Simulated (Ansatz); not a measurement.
Z-matrix (Å, degrees):
```
C
O 1 1.409
H 1 1.089 2 107.1
H 1 1.098 2 110.9 3 -118.9
H 1 1.093 2 111.3 3 119.6
C 2 1.399 1 112.9 3 177.9
C 6 1.509 2 104.9 1 -173.8
O 6 1.380 2 113.7 1 64.3
H 6 1.104 2 108.8 1 -56.0
N 7 1.259 6 118.4 2 -122.4
H 7 1.094 6 116.2 2 55.6
H 8 0.972 6 106.0 2 105.4
H 10 1.017 7 112.8 6 178.0
```

The species carries charge 0 and has multiplicity 1.

Question: List the PBE0/def2-TZVPP orbital energies in eV (Ansatz 0.2.0). (Estimate.)

Answer: Ansatz gave: Occupied: -522.96, -522.57, -391.72, -280.93, -279.88, -279.18, -30.12, -28.28, -25.93, -20.73, -18.39, -16.91, -15.03, -14.50, -14.14, -13.38, -12.11, -11.58, -10.23, -9.88, -9.58, -8.45, -8.28, -7.94. Lowest empty: -0.70, 1.19, 1.87, 2.28, 2.78, 3.07, 3.33, 3.65.
